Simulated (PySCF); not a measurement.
Isomers of C5H4O2, one conformer each; single-point electronic energies without zero-point terms and without any empirical dispersion term.

Level: PBE0/def2-SVPD in PySCF, non-relativistic, each on one gas-phase PBE0-D3(BJ)/def2-SVP geometry that isn't relaxed in the solvent. The solvent is an IEF-PCM continuum (van der Waals radii × 1.2). The model holds no explicit solvent molecules, cavitation or dispersion.

```tsv
isomer	relative energy, gas (kJ/mol)	dipole (D)
`O=C1C=COC=C1`	0.0	4.16
`C#C/C=C/C(=O)O`	118.1	1.68
```

Problem. How do the relative energies look in methanol (ε = 32.61)?

Solution. 
```csv
isomer,"relative energy, solvent (kJ/mol)",E(solvent) − E(gas) (kJ/mol),dipole in solvent (D)
`O=C1C=COC=C1`,0.0,-35.4,5.83
`C#C/C=C/C(=O)O`,121.8,-31.6,2.15
```

The order is unchanged. Conformers: `[CH:1]#[C:2]/[CH:3]=[CH:4]/[C:5](=[O:6])[OH:7]` with C3–C4–C5–O6 0°, C4–C5–O7–H 180°. `O=C1C=COC=C1` gains most from the continuum, and it has the largest gas-phase dipole. The gains span 3.8 kJ/mol, the gas-phase energies 118.1 kJ/mol.
